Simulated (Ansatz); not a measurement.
A calculation with Ansatz (development build ahead of 0.2.0).

```yaml
crystal:
  periodic: [false, false, false]
  atoms:
    - { symbol: C, position_ang: [0.6119, -0.8175, 0.0323] }
    - { symbol: S, position_ang: [-0.3502, 0.4679, -0.0185] }
    - { symbol: H, position_ang: [0.2215, -1.8462, 0.088] }
    - { symbol: H, position_ang: [1.7103, -0.7348, 0.014] }
basis:
  gaussian: { orbitals: def2-SVP }
total_charge: 1
magnetization:
  spin_polarized: true
  initial_magnetization: 1
hamiltonian:
  xc: pbe0
output:
  forces: true
```

The input is written out in the form of the current development build from the run's settings.

Results

```
Converged                       : yes
Total energy                    : -436.77422 hartree
Spin squared of the determinant : 0.766
Stability test                  : minimum
```

Forces (eV/Å):
```json
{"atom": "C1", "Fx": "-0.401", "Fy": "0.534", "Fz": "-0.021"}
{"atom": "S2", "Fx": "0.444", "Fy": "-0.593", "Fz": "0.023"}
{"atom": "H3", "Fx": "-0.257", "Fy": "-0.146", "Fz": "0.011"}
{"atom": "H4", "Fx": "0.215", "Fy": "0.205", "Fz": "-0.013"}
```
